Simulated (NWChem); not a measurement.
Species: CH cation, singlet

All runs: NWChem. Pople sets run with spherical d functions. Low-valent species are run as closed-shell singlets; no triplet was tried in these runs. All runs use the structure optimised with PBE0-D3(BJ)/def2-TZVP. Gas phase, vertical.

PBE/6-31+G*, TDA puts singlet state 3 at 12.29 eV with oscillator strength 0.284.

Question: Give the wavelength, the transition dipole and the radiative lifetime of that state in vacuum.

Answer: 
1. λ = 1239.84/12.29 = 101 nm, or 99130 cm⁻¹.
2. f = (2/3) ΔE μ² in atomic units, so μ = √(1.5 f/ΔE) = 0.97 a.u. = 2.47 D.
3. τ = 1.499 s cm⁻² / (f ν²) = 0.54 ns, for a non-degenerate state that emits at the vertical energy; a higher state like this one mostly decays faster by other paths.
